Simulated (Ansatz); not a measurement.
For tetradymite Bi2Te3, PBE-D3(BJ) in Ansatz (PAW) gives:

- equilibrium lattice constant a: 4.387 Å
- c axis length: 30.295 Å
- enthalpy of formation: -0.234 eV/atom

Problem. What does r²SCAN (PAW; Ansatz, an electronic-structure program) give for the same quantities?

Solution. 
- lattice constant a: 4.419 Å (increases by 0.7 %)
- lattice parameter c: 32.307 Å (rises by 6.6 %)
- formation enthalpy: -0.272 eV/atom (moves by -0.038 eV/atom)

For comparison: lattice constant a 4.386 Å (measured, temperature not stated, no zero-point or thermal correction; as tabulated in Luo et al. (2012), arXiv:1308.1523); lattice parameter c 30.497 Å (measured, temperature not stated, no zero-point or thermal correction; as tabulated in Luo et al. (2012), arXiv:1308.1523); formation enthalpy -0.163 ± 0.004 eV/atom (measured, 298 K, copied from a table, unchecked, no zero-point or thermal correction; as tabulated in Wang et al. (2021), doi:10.1038/s41598-021-94550-5).

Changes are worked out from the printed values.

Unless a cell is named, each level is at its own relaxed cell (PBE-D3(BJ) 33.66, r²SCAN 36.42 Å³/atom).

Levels without +SOC leave out spin–orbit coupling, which shifts energies and cells of such heavy elements.

Caveats: for a layered or molecular solid the relaxed cell lies over 5 % above the published volume, where the minimum can be shallow (r²SCAN); the cell comes from a level without a dispersion term, which matters for the spacing of layers, chains or molecules (r²SCAN). Ansatz's density-functional and Hartree–Fock values are scalar-relativistic unless marked +SOC, with PAW data made under PBE.
